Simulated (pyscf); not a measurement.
Structures and frequencies: ωB97X-D3(BJ)/def2-SVP in PySCF.

Estimate by transition-state theory the rate constant of `[F][N][F]` [doublet] + `[SiH4]` -> `[F][N]([F])[SiH3]` + `[H]` [doublet] (doublet surface; H–Si broken, N–Si formed) at 600 K, with ωB97M-D3(BJ)/def2-TZVP energies (ideal gas, 1 atm, RRHO with modes under 100 cm⁻¹ raised to 100, one conformer, R ln 2 for rigid chiral ones; no tunnelling).

The electronic barrier is 38.0 kcal/mol and the thermal terms add +17.0, so ΔG‡ = 55.0 kcal/mol. With k_BT/h = 1.25e+13 s⁻¹ and RT = 1.192 kcal/mol, and a volume of 8.18e-20 cm³ per molecule at 1 atm, k = 9.4e-27 cm³ molecule⁻¹ s⁻¹. Wigner's tunnelling factor for 712i cm⁻¹ would be 1.12. A shift of 1 kcal/mol in the barrier changes k by a factor 2.3. The same reactants have a lower exit, to F–NH–F + SiH₃• (barrier +24.1 kcal/mol at ωB97M-D3(BJ), against +38.0 kcal/mol here). F–N(F)–SiH₃ lies 202.4 kcal/mol over its isomer H₂N–SiH(F)–F, and others may lie lower still (electronic energy, ωB97M-D3(BJ)). This is the saddle that the search found; another between the same sides may lie lower. The angle at the attacked Si is 164°.
